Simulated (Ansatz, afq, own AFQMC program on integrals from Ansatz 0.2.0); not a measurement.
**GaLi, singlet: AFQMC among the cluster methods**

```
atom   x (Å)   y (Å)   z (Å)
  Ga  0.0000  0.0000  0.0000
  Li  0.0000  0.0000  2.8088
```

Basis aug-cc-pVDZ. Noble-gas cores (and the filled d shells of Ga–Kr and In–Xe) are frozen. Integrals, coupled cluster, full CI and functionals: Ansatz 0.2.0; the random walks run on the same integrals in our own AFQMC program. ph-AFQMC/CISD is guided by a CISD state made of CCSD amplitudes; releasing the constraint for a short imaginary time cuts its bias at the price of noise, slowly where states lie close. Free AFQMC starts from the CCSD state and is never constrained. Its projection time is finite, and what remains of the start isn't in its error. Uncertainties: one standard error, sampling alone. No spin–orbit coupling.

Determinant: RHF, the one that the program's search chose, which needn't be the lowest solution. The geometry is a PBE0/def2-TZVPD stationary point of this or a neighbouring charge and spin state.

Full CI on the same integrals is exact in this basis and with this determinant's frozen core.

Cautions: no relativity below Rb; no spin-orbit coupling; inner d shell frozen; restricted determinant unstable towards unrestricted (UHF 296 meV lower, ⟨S²⟩ 0.84); raised T1 diagnostic (T1 0.023, weight of the determinant 0.87, largest double 0.06); the ph-AFQMC/CISD walk drifts between its halves (2.7 errors).

The T1 diagnostic is 0.0225 and the weight of the determinant in the CISD state is 0.867. The size of the correlated space is 4 electrons in 44 orbitals.

| level | correlation energy (eV) |
| --- | --- |
| MP2 | -1.4056 |
| CCSD | -2.0082 |
| CCSD(T) | -2.0645 |

Task: Estimate where full CI lies against CCSD(T) on the same integrals.

Result: 0.88 mEh below CCSD(T).

Reference: full CI, correlation energy -2.088 eV. The released energy is read at 2.40 1/Eh (meV from the phaseless value at times in 1/Eh: -1 ± 7 at 0.24, -4 ± 6 at 0.51, -12 ± 8 at 0.99, -16 ± 9 at 1.62, -18 ± 8 at 2.40).

```
         level  E − E(reference) (mEh)  share of correlation (%)
       CCSD(T)                    0.88                     98.86
         CCSDT                    0.29                     99.63
      CCSDT(Q)                    0.08                     99.89
   ph-AFQMC/HF            -1.15 ± 1.44                    101.49
 ph-AFQMC/CISD             0.54 ± 0.23                     99.30
released AFQMC            -0.14 ± 0.28                    100.18
    free AFQMC             0.26 ± 0.23                     99.67
```

CCSDT and higher add their correlation energy to the determinant of the CCSD(T) run, since their own runs factorise the integrals more tightly (a shift of under 2 meV). Free projections are given only where their last times agree within the noise and don't stop above the reference; a slow remainder of the start can still hide under it. A walk keeps the symmetry of its determinant, which the program's search chose and which needn't be the lowest solution, so a lower state of the same spin and another symmetry isn't excluded. Released energies are given only where the last usable release times agree within the noise; a slower fall can still hide under it.
